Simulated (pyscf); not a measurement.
Routes from `[CH4]` + `[Cl][SiH2][Cl]`

Candidate steps break at most two bonds and form at most two. Each was searched with GFN2-xTB (tblite) first. Structures and frequencies: ωB97X-D3(BJ)/def2-SVP in PySCF. Energies: ωB97M-D3(BJ)/def2-TZVP, eV, from the separated reactants, singlet surface; ΔG‡ with ideal gas, 1 atm, RRHO with modes under 100 cm⁻¹ raised to 100, one conformer, R ln 2 for chiral ones without a mode under 150 cm⁻¹.

```tsv
products	type	ΔE‡	ΔE	ΔG‡ 298 K	ΔG‡ 900 K	ν‡ (cm⁻¹)
H₃C–SiH₂–Cl + HCl	four-centre exchange	2.60	+1.00	2.94	3.76	592i
H₃C–SiH(Cl)–Cl + H₂	four-centre exchange	3.15	+0.12	3.51	4.33	1611i
```

Plain bond fissions and candidates not yet searched are not listed, and one of them may be faster. Each barrier is that of the saddle found; lower ones may exist.
